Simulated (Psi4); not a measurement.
Pair of molecules, SMILES CN with SMILES CN (the first has 7 atoms); geometry from S66by8 set.
(charge 0, multiplicity 1):
```xyz
14

N     -1.729     0.262    -0.659
H     -0.901    -0.323    -0.709
H     -2.391    -0.127    -1.317
C     -2.289     0.183     0.689
H     -3.183     0.801     0.750
H     -2.553    -0.825     1.026
H     -1.571     0.590     1.398
N      1.900    -0.756    -0.452
H      2.197    -0.481    -1.380
H      2.524    -1.503    -0.177
C      2.061     0.379     0.462
H      1.790     0.065     1.468
H      3.068     0.801     0.499
H      1.368     1.165     0.169
```

These are SAPT0/jun-cc-pV(D+d)Z run with Psi4 1.11 values and carry that method's errors.

**Question.** Which attractive term is largest, and how does the interaction split up?

**Answer.** electrostatics -95.6, exchange 36.9, induction -13.4, dispersion -38.3, total -110.4 meV; the largest attraction is electrostatics.
